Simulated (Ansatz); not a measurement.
**CH₂S: basis-set convergence**

The task here is to estimate one member of a computed series from the others.

Program: Ansatz 0.2.0, Gaussian basis. Level of theory: one geometry, several basis sets. These are calculated values, not measurements.

Levels to be run: PBE0-D4/def2-SVP; ωB97M-V/def2-SVP; PBE0-D4/def2-QZVPP; ωB97M-V/def2-QZVPP; CCSD(T)/cc-pV(D+d)Z; CCSD(T)/cc-pV(T+d)Z; CCSD(T)/cc-pV(Q+d)Z; the functionals' def2-TZVPP values are taken from earlier runs.

## The geometry

An earlier PBE0-D4 in a triple-zeta def2 set relaxation fixed the geometry.

4 atoms, charge 0, spin multiplicity 1.

Atoms are counted from 1 here; the program's logs count them from 0.

Bond lengths: C1–S2 1.599 Å, C1–H3 1.090 Å, C1–H4 1.090 Å. Angles: S2–C1–H3 122.2°, S2–C1–H4 122.2°, H3–C1–H4 115.6°.

Set-up of the first run:

The input, in.yaml:

```yaml
crystal:
  periodic: [false, false, false]
  atoms:
    - {symbol: C, position_ang: [-0.082163, -0.048418, -0.045267]}
    - {symbol: S, position_ang: [1.322794, 0.439292, 0.542738]}
    - {symbol: H, position_ang: [-0.961738, -0.180333, 0.585656]}
    - {symbol: H, position_ang: [-0.223392, -0.270841, -1.103427]}
basis:
  gaussian: {orbitals: def2-SVP}
hamiltonian: {xc: pbe0, dispersion: d4}
output: {orbitals: {seedname: orbitals}}
```

Started as:

```sh
$ ansatz run in.yaml --threads 2 --pin off --events-out ev --progress --plain --max-ram 32768MiB --backend cpu
```

Among the steps run: PBE0-D4 in def2-SVP; ωB97M-V in def2-SVP; PBE0-D4 in def2-QZVPP; ωB97M-V in def2-QZVPP.

One of the session's tables, all rows but one given; the rest of the session is left out.

It belongs to the step «Functionals by basis». 

```
functional       basis  HOMO (eV)  LUMO (eV)
   PBE0-D4    def2-SVP      -6.52      -2.34
   PBE0-D4  def2-TZVPP      -6.69      -2.53
   PBE0-D4  def2-QZVPP      -6.73      -2.58
   ωB97M-V    def2-SVP      -8.70       0.01
   ωB97M-V  def2-TZVPP          ?          ?
   ωB97M-V  def2-QZVPP      -8.94      -0.37
```

**Question.** Estimate the row for ωB97M-V, def2-TZVPP.

**Answer.** HOMO (eV): -8.89; LUMO (eV): -0.28. In the column «HOMO (eV)» it lies between ωB97M-V, def2-QZVPP (-8.94) and ωB97M-V, def2-SVP (-8.70).
